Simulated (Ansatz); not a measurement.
H2O, singlet: energies of several shapes or isomers

Computed with Ansatz's Gaussian-basis code (development build). Basis 6-31G, nonrelativistic, 1 orbital frozen in the corrections; active space CAS(8,6). Restricted Hartree–Fock, then the lowest state-specific CASSCF solution met for each case. The basis is small, far from the limit. Single-reference values can break down or jump between states where bonds are stretched. Unlike active orbitals can shift such differences by tenths of an eV, at times by over 1 eV.

Case A:

```tsv
atom	x (Å)	y (Å)	z (Å)
O	0.0000	0.0000	-0.1197
H	0.0000	0.7542	0.4786
H	0.0000	-0.7542	0.4786
```

Case B:

```json
{"atom": "O", "x (Å)": "0.0000", "y (Å)": "0.0000", "z (Å)": "-0.1077"}
{"atom": "H", "x (Å)": "0.0000", "y (Å)": "0.6788", "z (Å)": "0.4308"}
{"atom": "H", "x (Å)": "0.0000", "y (Å)": "-0.6788", "z (Å)": "0.4308"}
```

Energy less that of case A, in eV:

```tsv
case	RHF/ROHF	CASSCF
B	+0.535	+0.775
```

**Question.** Give the SC-NEVPT2 energies against case A.

**Answer.** B: +0.811 eV (18.7 kcal/mol).
